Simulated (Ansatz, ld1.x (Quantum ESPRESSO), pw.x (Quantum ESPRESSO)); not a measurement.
**Which Rb potential is closest to all-electron in the fcc crystal?**

All use LDA (PW92), scalar-relativistic, no spin, cutoffs from each file’s atomic test, pw.x 7.5; 9³ k-points, Fermi–Dirac smearing 0.01 Ry. Δ is the rms difference from all-electron LAPW of the E(V) curves that follow from fits to the pressures, over ±6 % in volume. Mesh and smearing are coarse and serve the comparison alone. The files are a selection: those with a ghost or negative overlap were mostly not run, and those with noisy or unconverged pressures or nearly equal Δ are left out.

All-electron: a0 = 6.782 Å (V0 = 77.97 Å³/atom), B0 = 3.5 GPa.

Task: Rank them by Δ, smallest first.
A. PAW, ld1.x (Quantum ESPRESSO) 7.5, LDA (PW92); core [Ar] 3d10, reference 4s2 4p6 5s1 5p0; waves: 4s (bound): rcut 2.20, rcutus 2.85 bohr; 5s (bound): rcut 2.20, rcutus 2.85 bohr; 4p (bound): rcut 2.35, rcutus 3.15 bohr; 5p (bound, empty): rcut 2.35, rcutus 3.15 bohr; 4d channel at 0.45 Ry: rcut 2.80, rcutus 3.60 bohr; 4f channel at 0.05 Ry: rcut 3.25, rcutus 3.50 bohr; 4f channel at 0.35 Ry: rcut 3.25, rcutus 3.50 bohr; local part: all-electron potential smoothed inside 3.45 bohr (lloc = -1); core correction: Bessel-smoothed model core, default radius (core density twice the valence density); augmentation: BESSEL, radius 2.00 bohr.
B. PAW, ld1.x (Quantum ESPRESSO) 7.5, LDA (PW92); core [Ar] 3d10, reference 4s2 4p6 4d1 5s0 5p0; waves: 4s (bound): rcut 1.90, rcutus 2.55 bohr; 5s (bound, empty): rcut 1.90, rcutus 2.55 bohr; 4p (bound): rcut 2.45, rcutus 3.05 bohr; 5p (bound, empty): rcut 2.45, rcutus 3.05 bohr; 4d (bound): rcut 3.55, rcutus 4.80 bohr; 4d channel at 3.15 Ry: rcut 3.55, rcutus 4.80 bohr; local part: all-electron potential smoothed inside 3.95 bohr (lloc = -1); core correction: none; augmentation: BESSEL, radius 1.95 bohr.
C. PAW, ld1.x (Quantum ESPRESSO) 7.5, LDA (PW92); core [Ar] 3d10, reference 4s2 4p6 5s1 5p0; waves: 4s (bound): rcut 1.90, rcutus 2.40 bohr; 5s (bound): rcut 1.90, rcutus 2.40 bohr; 4p (bound): rcut 2.45, rcutus 2.95 bohr; 5p (bound, empty): rcut 2.45, rcutus 2.95 bohr; 4d channel at 0.3 Ry: rcut 2.60, rcutus 2.80 bohr; local part: all-electron potential smoothed inside 2.90 bohr (lloc = -2); core correction: a·sin(br)/r model core inside 1.45 bohr; augmentation: PSQ, inside the norm-conserving radii.

Result: C (0.1 meV/atom), A (1.9 meV/atom), B (3.0 meV/atom).
